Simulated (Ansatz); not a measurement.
Results of G0W0@PBE+SOC in Ansatz (hard PAW, contour deformation, complete-basis limit, spin–orbit shift from PBE) for rutile SnO2.

Numerical settings: largest k mesh 6×6×8 (not extrapolated in the mesh).

Cell (measured lattice):

SnO2 has the tetragonal space group P4₂/mnm (No. 136), the rutile structure, Pearson symbol tP6. Lattice parameters: a = b = 4.737 Å, c = 3.186 Å, α = β = γ = 90.00°. Sn on 2a has 6 O at 2.046–2.059 Å (octahedral). O on 4f is coordinated by 3 Sn at 2.046–2.059 Å (trigonal planar). (Neighbours: up to the widest gap in distance over summed covalent radii, below 1.35, at either atom; cation-cation and far metal-metal contacts left out.)

### Question
Give the computed band gap.

### Answer

band gap: 2.99 eV

Measured, for comparison: band gap 3.81 eV (zero-point renormalisation of 215 meV (computed, non-adiabatic AHC, without the lattice-expansion part) added back here to the 1.8 K gap of; inputs from Miglio et al. (2020), arXiv:2011.12765). Computed (rounded) less measured: band gap -0.82 eV.

Note: filled d or f shells below the valence bands can shift G0W0 gaps through exchange with them, which wasn't tested here; spin–orbit coupling enters as the shift of the gap found with a semilocal functional; cell and atoms aren't relaxed at this level.

Computed values are for the static lattice.

The result took roughly 7 core-hours.

Ansatz is a quantum-chemistry and plane-wave program.
